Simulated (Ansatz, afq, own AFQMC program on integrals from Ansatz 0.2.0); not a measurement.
Two steps: Ansatz 0.2.0 writes the Fock matrix and Cholesky factors of the valence space, and afq projects on them the lowest state that overlaps trial and start.

```yaml
crystal:
  periodic: [false, false, false]
  atoms:
    - {symbol: B, position_ang: [0.000000, -0.434547, 1.386385]}
    - {symbol: Al, position_ang: [0.000000, 0.188936, -0.571677]}
    - {symbol: H, position_ang: [0.000000, 0.303124, 2.329285]}
    - {symbol: H, position_ang: [0.000000, -0.699869, -1.896197]}
basis:
  gaussian: {orbitals: cc-pVDZ}
magnetization: {spin_polarized: false}
correlation: {method: ccsd_t, electrons: outside_noble_gas, hamiltonian_folder: ham}
```

```sh
$ ansatz run in.yaml --threads 1 --pin off --events-out ev --progress --plain --max-ram 1382MiB
```

Options of the walk:

```
--method phaseless --trial cisd --walkers 70 --populations 1 --least-time 40 --time-step 0.005 --steps-per-block 50 --equilibration-blocks 28 --max-blocks 300 --target-error 0.00034 --factor-cut 1e-05 --seed 8138 --release-times 0.24,0.51,0.99,1.62,2.4 --release-step 0.03 --release-every 4 --taylor-order 6
```

Times are imaginary, in 1/Eh. The walk had a cap of 482 s.

```
orbitals 36  electrons 4 4  factors 270 of 401
reference energy -267.61088267 Eh
CCSD correlation -0.17634563 Eh in 13 cycles, weight of the determinant in the CISD state 0.8303
energy of the start -267.787228 Eh
 block  time / (1/Eh)  mean weight  energy / Eh
     1     0.250  0.9994  -267.785167
     2     0.500  1.0008  -267.785458
     3     0.750  0.9989  -267.786908
     4     1.000  0.9996  -267.789056
     5     1.250  1.0005  -267.789643
     7     1.750  0.9982  -267.793865
     9     2.250  1.0005  -267.792435
    17     4.250  0.9998  -267.795415
    33     8.250  1.0000  -267.793673
    41    10.250  1.0015  -267.790295
    49    12.250  1.0003  -267.801756
    57    14.250  1.0000  -267.805155
    65    16.250  1.0006  -267.795449
    81    20.250  1.0026  -267.791606
    97    24.250  0.9996  -267.794534
   113    28.250  1.0006  -267.794929
   129    32.250  1.0001  -267.793880
   145    36.250  1.0005  -267.799029
   161    40.250  1.0005  -267.801278
   177    44.250  1.0021  -267.796973
   193    48.250  0.9995  -267.794431
   209    52.250  1.0000  -267.795423
   225    56.250  1.0005  -267.796389
   241    60.250  0.9997  -267.792030
   257    64.250  0.9993  -267.791971
   273    68.250  0.9993  -267.791931
   289    72.250  0.9999  -267.795892
   305    76.250  1.0009  -267.795684
   321    80.250  0.9992  -267.794515
blocks merged  error / Eh  count
     1  0.000231  300
     2  0.000297  150
     4  0.000373  75
     8  0.000477  37
    16  0.000593  18
    32  0.000629  9
released: time / (1/Eh)  energy / Eh  error  mean overlap
  0.24  -267.795813  0.000494  1.0054
  0.51  -267.795750  0.000463  1.0094
  0.99  -267.795979  0.000486  1.0116
  1.62  -267.796175  0.000673  1.0216
  2.40  -267.795776  0.000550  1.0319
energy -267.795646 +/- 0.000593 Eh
(rows thinned)
```

Problem. Estimate how long the walk took on 1 thread of Intel(R) Xeon(R) Platinum 8488C (Sapphire Rapids), with other jobs on the host.

Solution. 2.8 min of wall time.

The run passed its tests (sampling time, drift between the halves within three errors, error under three times the target), which doesn't prove that it has relaxed.

Against this walk (error 16.1 meV) on the same determinant: CCSD(T) 23.9 meV higher (within the noise), CCSDT(Q) 32.9 meV lower. The error is statistical and leaves out the bias of the constraint. Released to 2.40 1/Eh the energy moves by -4 ± 22 meV (both errors), within twice the noise.

Cautions: constraint bias not in the error; error above the target (16.1 against 9.3 meV); higher spins were not checked; restricted determinant unstable towards unrestricted (UHF 668 meV lower, ⟨S²⟩ 0.79); strong correlation (T1 0.026, weight of the determinant 0.83, largest double 0.25); the bias of populations of 70 walkers isn't removed.

CCSDT and higher add their correlation energy to the determinant of the CCSD(T) run, since their own runs factorise the integrals more tightly (a shift of under 2 meV). A walk keeps the symmetry of its determinant, which the program's search chose and which needn't be the lowest solution, so a lower state of the same spin and another symmetry isn't excluded.
